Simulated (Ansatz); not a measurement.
Born–Oppenheimer molecular dynamics of ClH + ClH (4 atoms, charge 0, multiplicity 1). It goes on from the last frame of an earlier run, with new velocities.

These are results of RKS CAM-B3LYP/def2-SVP (Ansatz 0.2.0), not measurements.

```yaml
ensemble: NVE (velocity Verlet)
time_step: 1 fs
steps_asked: 166
starting_velocities_drawn_for: 300 K
seed: 639691
```

Frames 1 fs apart, positions in Å, forces in eV/Å.

Velocities at 70.0 fs (Å/ps):

```
Cl -1.01 0.38 -1.35
H 16.54 2.69 -22.44
Cl -0.33 -0.37 1.91
H 30.58 -3.14 2.71
```

```xyz
4
Properties=species:S:1:pos:R:3:forces:R:3 time_fs=70.0 energy_less_start_eV=-0.024 T=400
Cl -0.333 0.497 -2.035 0.10 -0.75 0.40
H -0.179 -0.697 -1.504 -0.09 0.71 -0.34
Cl 0.441 -0.667 1.427 -0.26 0.77 -0.66
H 0.122 0.338 0.626 0.25 -0.74 0.60
4
Properties=species:S:1:pos:R:3:forces:R:3 time_fs=71.0 energy_less_start_eV=-0.044 T=471
Cl -0.334 0.498 -2.036 0.07 -0.43 0.25
H -0.163 -0.690 -1.528 -0.06 0.40 -0.19
Cl 0.440 -0.667 1.429 -0.15 0.47 -0.42
H 0.154 0.331 0.631 0.14 -0.44 0.36
4
Properties=species:S:1:pos:R:3:forces:R:3 time_fs=72.0 energy_less_start_eV=-0.053 T=506
Cl -0.335 0.498 -2.037 0.01 0.02 0.06
H -0.147 -0.680 -1.554 0.01 -0.04 0.00
Cl 0.440 -0.667 1.431 -0.02 0.02 -0.07
H 0.187 0.320 0.640 0.00 0.00 0.00
4
Properties=species:S:1:pos:R:3:forces:R:3 time_fs=73.0 energy_less_start_eV=-0.043 T=469
Cl -0.336 0.498 -2.038 -0.07 0.48 -0.12
H -0.131 -0.671 -1.580 0.08 -0.51 0.19
Cl 0.439 -0.667 1.433 0.10 -0.46 0.32
H 0.220 0.309 0.649 -0.11 0.49 -0.39
4
Properties=species:S:1:pos:R:3:forces:R:3 time_fs=74.0 energy_less_start_eV=-0.026 T=409
Cl -0.337 0.498 -2.040 -0.13 0.78 -0.23
H -0.115 -0.666 -1.604 0.15 -0.81 0.29
Cl 0.439 -0.667 1.434 0.15 -0.80 0.59
H 0.252 0.303 0.655 -0.17 0.82 -0.66
4
Properties=species:S:1:pos:R:3:forces:R:3 time_fs=75.0 energy_less_start_eV=-0.024 T=404
Cl -0.338 0.499 -2.041 -0.14 0.78 -0.22
H -0.097 -0.669 -1.625 0.16 -0.81 0.28
Cl 0.439 -0.668 1.436 0.13 -0.82 0.62
H 0.282 0.305 0.654 -0.15 0.84 -0.68
4
Properties=species:S:1:pos:R:3:forces:R:3 time_fs=76.0 energy_less_start_eV=-0.039 T=456
Cl -0.339 0.499 -2.042 -0.08 0.48 -0.10
H -0.077 -0.680 -1.644 0.10 -0.50 0.17
Cl 0.438 -0.669 1.438 0.07 -0.52 0.37
H 0.311 0.314 0.646 -0.09 0.54 -0.44
4
Properties=species:S:1:pos:R:3:forces:R:3 time_fs=77.0 energy_less_start_eV=-0.049 T=490
Cl -0.341 0.500 -2.044 0.03 0.01 0.06
H -0.057 -0.696 -1.661 -0.01 -0.03 0.01
Cl 0.438 -0.669 1.441 0.02 -0.04 -0.01
H 0.340 0.329 0.635 -0.04 0.05 -0.06
4
Properties=species:S:1:pos:R:3:forces:R:3 time_fs=78.0 energy_less_start_eV=-0.040 T=455
Cl -0.342 0.501 -2.045 0.15 -0.44 0.20
H -0.037 -0.712 -1.677 -0.13 0.43 -0.12
Cl 0.438 -0.670 1.443 -0.01 0.43 -0.39
H 0.367 0.345 0.622 -0.01 -0.42 0.31
4
Properties=species:S:1:pos:R:3:forces:R:3 time_fs=79.0 energy_less_start_eV=-0.019 T=380
Cl -0.343 0.502 -2.046 0.24 -0.76 0.28
H -0.018 -0.723 -1.696 -0.22 0.75 -0.20
Cl 0.438 -0.671 1.445 -0.01 0.76 -0.66
H 0.395 0.356 0.613 -0.01 -0.75 0.58
4
Properties=species:S:1:pos:R:3:forces:R:3 time_fs=80.0 energy_less_start_eV=-0.006 T=333
Cl -0.344 0.502 -2.048 0.29 -0.88 0.30
H -0.001 -0.728 -1.715 -0.26 0.86 -0.22
Cl 0.437 -0.672 1.447 0.01 0.90 -0.76
H 0.423 0.360 0.609 -0.04 -0.89 0.68
4
Properties=species:S:1:pos:R:3:forces:R:3 time_fs=81.0 energy_less_start_eV=-0.012 T=352
Cl -0.344 0.503 -2.049 0.27 -0.77 0.26
H 0.013 -0.724 -1.737 -0.25 0.76 -0.18
Cl 0.437 -0.672 1.448 0.04 0.82 -0.70
H 0.450 0.356 0.612 -0.06 -0.81 0.62
```

Of the whole run (166 fs, mean temperature of the second half 278 K): The conserved energy stayed within 0.67 meV per atom of its start (net change 0.013 meV per atom), so the integration is sound. A run of 0.17 ps of so small a system gives no equilibrium averages.

Run time: 2.8 min on 1 thread of Intel(R) Xeon(R) Platinum 8259CL CPU @ 2.50GHz (Skylake/Cascade Lake), with other jobs on the host, peak memory 0.2 GiB.
